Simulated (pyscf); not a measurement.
disiloxane (H₃Si–O–SiH₃) + hydrogen fluoride (HF) → F–SiH₃ + silanol (HO–SiH₃), a four-centre exchange (singlet surface; O–Si, F–H broken, F–Si, H–O formed). Optimised with ωB97X-D3(BJ)/def2-SVP in PySCF. Energies in kcal/mol from the separated reactants.

Small-basis levels: PySCF, no dispersion term, spherical d functions. AM1 to PM7: differences of heats of formation from MOPAC. GFN2-xTB: tblite. Cost: rough CPU time at the saddle relative to B3LYP/6-31G*, from one job on a shared machine.

```json
[
 {"level": "HF/STO-3G", "barrier": "20.8", "reaction energy": "-8.8", "cost": "0.03"},
 {"level": "HF/3-21G", "barrier": "4.3", "reaction energy": "-5.3", "cost": "0.05"},
 {"level": "HF/6-31G*", "barrier": "26.5", "reaction energy": "-11.0", "cost": "0.07"},
 {"level": "MP2/6-31G*", "barrier": "13.5", "reaction energy": "-10.9", "cost": "0.09"},
 {"level": "SVWN5/6-31G*", "barrier": "-7.8", "reaction energy": "-13.3", "cost": "0.8"},
 {"level": "B3LYP/LANL2DZ", "barrier": "7.7", "reaction energy": "-1.8", "cost": "0.6"},
 {"level": "B3LYP/6-31G*", "barrier": "10.1", "reaction energy": "-14.2", "cost": "1"},
 {"level": "M06-2X/6-31G*", "barrier": "9.5", "reaction energy": "-11.1", "cost": "2"},
 {"level": "B3LYP/6-311+G**", "barrier": "20.9", "reaction energy": "-4.1", "cost": "2"},
 {"level": "PBE/def2-SVP", "barrier": "5.6", "reaction energy": "-9.6", "cost": "2"},
 {"level": "GFN2-xTB", "barrier": "11.5", "reaction energy": "-13.8", "cost": "under 0.02"},
 {"level": "PM7", "barrier": "47.3", "reaction energy": "-4.2", "cost": "under 0.02"},
 {"level": "ωB97M-D3(BJ)/def2-TZVP", "barrier": "17.8", "reaction energy": "-6.5", "cost": "–"}
]
```

Against the last row the barrier runs from -25.6 (SVWN5/6-31G*) to +29.5 kcal/mol (PM7). At SVWN5/6-31G* this geometry lies under one side, so the entry may be no barrier of that level: it is a single point on another level's saddle. ωB97M-D3(BJ)/def2-TZVP has limits of its own. On the reactant side the descent ends in a complex, 5.9 kcal/mol under the separated species and 24.3 kcal/mol under the saddle at ωB97X-D3(BJ)/def2-TZVP. On the product side the descent ends in a complex (not fully relaxed), 4.1 kcal/mol under the separated species and 27.5 kcal/mol under the saddle at ωB97X-D3(BJ)/def2-TZVP. One saddle was located; it need not be the lowest between these sides.
